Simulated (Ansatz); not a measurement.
# BNH3+ (triplet): the correlation ladder, def2-QZVPP

An exercise on one series of results from a longer session: the logs are not shown, and one member is left open.

Computed with Ansatz 0.2.0, Gaussian basis. Level: def2-QZVPP, core rule «outside noble gas», up to 2 orbitals frozen.

To be run: UHF; ROHF; CCSD(T) on UHF.

2 further runs of the same task are left out: 2 set aside as unsound or not needed.

## What is computed

The geometry is a PBE0/def2-TZVP stationary point (not a proven minimum) of the parent state, kept for this charge and spin.

5 atoms, charge 1, spin multiplicity 3.

Atoms are counted from 1 here; the program's logs count them from 0.

Bond lengths: B1–N2 1.329 Å, B1–H3 1.210 Å, B1–H4 1.203 Å, N2–H5 0.999 Å. Angles: N2–B1–H3 118.6°, N2–B1–H4 121.4°, H3–B1–H4 120.0°, B1–N2–H5 163.5°.

The first run:

Input file in.yaml:

```yaml
crystal:
  periodic: [false, false, false]
  atoms:
    - {symbol: B, position_ang: [0.000000, 0.024631, 0.707241]}
    - {symbol: N, position_ang: [0.000000, -0.043245, -0.619792]}
    - {symbol: H, position_ang: [0.000000, 1.115161, 1.232352]}
    - {symbol: H, position_ang: [0.000000, -0.969115, 1.385961]}
    - {symbol: H, position_ang: [0.000000, 0.190722, -1.591212]}
basis:
  gaussian: {orbitals: "def2-QZVPP.json"}
total_charge: 1
magnetization: {spin_polarized: true, initial_magnetization: 2}
hamiltonian: {xc: hf}
output: {orbitals: {seedname: orbitals}}
```

Run with:

```sh
> ansatz run in.yaml --threads 1 --pin off --events-out ev --progress --plain --max-ram 2393MiB
```

Among the steps run: UHF; ROHF; CCSD(T) on UHF.

One table of the session follows, with a row left open; its other results are not shown here.

```
  method  from UCCSD(T) (meV)
    ROHF                    ?
     UHF              +7681.6
    UMP2              +1131.4
   UCCSD               +229.4
UCCSD(T)                    0
```

**Question.** Estimate the row for ROHF.

**Answer.** from UCCSD(T) (meV): +7993.7. In the column «from UCCSD(T) (meV)» it is the highest.
